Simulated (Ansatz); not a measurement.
System: rock-salt SnTe (cubic form, which distorts at low temperature). Method: B3LYP (VWN-RPA form) in Ansatz (PAW).

Run with plane-wave cutoff 460 eV, 8×8×8 k mesh, Fermi–Dirac smearing 0.01 eV, scalar-relativistic PAW data made under PBE.

Computed points:

```tsv
V (Å³/atom)	E − E_lowest (meV/atom)	P (GPa)
33.010	10.89	2.117
34.025	1.74	0.802
34.747	0.00	-0.015
35.616	2.49	-0.885
36.484	9.39	-1.645
```

Q: Fit the third-order Birch–Murnaghan equation and give B0 and B′.

A: V0 = 34.734 Å³/atom, B0 = 37.2 GPa, B′ = 4.4 (fit to the energies at full precision).

Measured, for comparison: bulk modulus 37.8 GPa (temperature not stated, no zero-point or thermal correction; as tabulated in Toher et al. (2017), arXiv:1611.05714); equilibrium volume per atom 31.50 Å³/atom (room temperature, no zero-point or thermal correction; as tabulated in Maiti et al. (2022), arXiv:2109.01420). Computed (rounded) less measured: bulk modulus -2 %, equilibrium volume per atom +10.3 %.

Note: the cell is over a tenth larger than the published one (another phase or state, or a fault of the published cell, is possible); symmetry holds this phase in the static calculation, where it need not be a minimum.

Spin–orbit coupling is not included.

It cost roughly 23 core-minutes of CPU time.

Ansatz is an electronic-structure program.
